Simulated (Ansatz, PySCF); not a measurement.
**Zinc-blende AlAs, bulk modulus**

Reference value: 75 GPa (measured, 0 K value with the zero-point phonon effect removed; as tabulated in Mejia-Rodriguez and Trickey (2018), arXiv:1807.09216).

| level (code) | value (GPa) | cell (Å³/atom) | error (%) |
|---|---|---|---|
| PBE (Ansatz) | 67.1 | 23.50 | -10.5 |
| PBE-D3(BJ) (Ansatz) | 73.0 | 22.72 | -2.7 |
| B3LYP (VWN-RPA form) (Ansatz) | 69.0 | 23.57 | -8.0 |
| Hartree–Fock (Ansatz) | 80.9 | 23.70 | +7.9 |
| MP2 (PySCF) | 82.1 ± 2 | 22.19 | +9.5 |

Once the reference is moved by up to 5.0 % (a margin picked here for doubts on the reference and the settings) and values within 1.7 % count as equal, the nearest can be PBE-D3(BJ) (-2.7 %), Hartree–Fock (+7.9 %), B3LYP (VWN-RPA form) (-8.0 %) or MP2 (+9.5 %).

A ± on a computed value is a rough bar: the spread of its extrapolation, a floor set from checks against published values, or a statistical error. Each level is taken at its own relaxed cell. Cutoffs and k meshes differ between the levels. Ansatz's density-functional and Hartree–Fock values are scalar-relativistic unless marked +SOC, with PAW data made under PBE.

Differences are worked out from the printed values.

Ansatz is a first-principles code.
